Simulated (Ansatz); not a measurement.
The input, for Ansatz 0.2.0:

```yaml
crystal:
  periodic: [false, false, false]
  atoms:
    - {symbol: S, position_ang: [0.064576, -0.266352, 2.111802]}
    - {symbol: B, position_ang: [-0.100329, -0.265400, 0.514347]}
    - {symbol: S, position_ang: [-0.023677, -0.375796, -1.249657]}
    - {symbol: H, position_ang: [0.059430, 0.907548, -1.376492]}
basis:
  gaussian: {orbitals: "6-31G*"}
magnetization: {spin_polarized: false}
hamiltonian: {xc: hf}
output: {orbitals: {seedname: orbitals}}
```

```sh
$ ansatz run in.yaml --threads 1 --pin off --events-out ev --progress --plain --max-ram 2393MiB
```

Log:

```
509 factors; integrals over basis functions are off by at most 8.2e-4 eV
mean field evaluation 1: about -22320.6871 eV, gradient 2.0e1 eV
mean field evaluation 2: about -22320.7437 eV, gradient 2.0e1 eV
mean field evaluation 4: about -22322.3672 eV, gradient 2.4e0 eV
mean field evaluation 8: about -22322.4042 eV, gradient 1.7e-1 eV
mean field -22322.40450297 eV, -820.3332348151 hartree, gradient 1.7e-5 eV, S^2 0.000000; 0 other end points of the search recorded, 0 dependent functions left out
reference -22322.40450297 eV, -820.3332348151 hartree; 19, 19 occupied and 36, 36 virtual orbitals, 509 factors
Total energy: -22322.40450297 eV, -820.3332348151 hartree
```

Ran on 1 thread of AMD EPYC 7B13, shared host: 0.33 s wall, 0.22 GiB peak host memory.
